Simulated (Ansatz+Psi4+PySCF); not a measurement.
**singlet H2O2: levels of theory in one basis**

```yaml
atoms:
  - { symbol: O, position_ang: [0.0000, 0.7341, -0.0527] }
  - { symbol: O, position_ang: [0.0000, -0.7341, -0.0527] }
  - { symbol: H, position_ang: [0.8396, 0.8808, 0.4220] }
  - { symbol: H, position_ang: [-0.8396, -0.8808, 0.4220] }
```

Basis set: cc-pVTZ (spherical functions). Correlated methods keep 2 orbitals frozen. Charge 0, multiplicity 1.

Computed with Ansatz (development build ahead of 0.2.0) and Psi4 1.11; each method stands on the lowest determinant of its kind that the runs found.

```json
{"method": "RHF", "E − E(RHF) (eV)": "0.00", "<S²> of the determinant": "0.00"}
{"method": "RHF-MP2", "E − E(RHF) (eV)": "-13.59", "<S²> of the determinant": "–"}
{"method": "RHF-CCSD(T)", "E − E(RHF) (eV)": "-14.29", "<S²> of the determinant": "–"}
```

(1) What does RHF-CCSD give on the same scale?

## Answers

(1) -13.78 eV.
